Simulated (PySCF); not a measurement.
Gas-phase reaction: SiH2Cl + 2 Cl → SiCl + 2 HCl

Energies from PySCF (xtb for GFN2), thermal terms from the rigid-rotor harmonic-oscillator model, ideal gas at 1 bar. † marks an energy on the PBE0/def2-TZVP geometry and frequencies; other levels use their own. MP2 freezes the core. Open shells (unrestricted): SiH2Cl (multiplicity 2), Cl (multiplicity 2, electronic degeneracy 6), SiCl (multiplicity 2, electronic degeneracy 4); the rest are closed-shell singlets. GFN2 has no spin-polarisation term. Spin-orbit splitting is ignored; it lowers the true energy and changes the entropy of Cl, SiCl. SiH2Cl: computed as isolated molecules; such fragments, hydroxides, amides, oligomers or adducts are transient or little studied in the gas. MP2 isn't extrapolated to the basis-set limit; its ΔH°(298 K) is -269.0 kJ in def2-SVP and -308.7 kJ in def2-TZVPP. The harmonic model lacks anharmonicity and excited electronic states, which grow with temperature; levels with a mode under 35 cm⁻¹ are left out.

```tsv
level	ΔE electronic, kJ	ΔH°(298 K), kJ	ΔS°(298 K), J/K	ΔG°(1600 K), kJ
GFN2-xTB	-234	-241	13	-252
MP2/def2-SVP†	-268	-269	14	-282
PBE0/def2-QZVP†	-301	-302	14	-315
r2SCAN/def2-TZVP†	-285	-286	14	-300
LDA/def2-TZVP†	-371	-372	14	-386
```
ΔH° is lowest at LDA/def2-TZVP† and highest at GFN2-xTB. No reference value is set beside these.
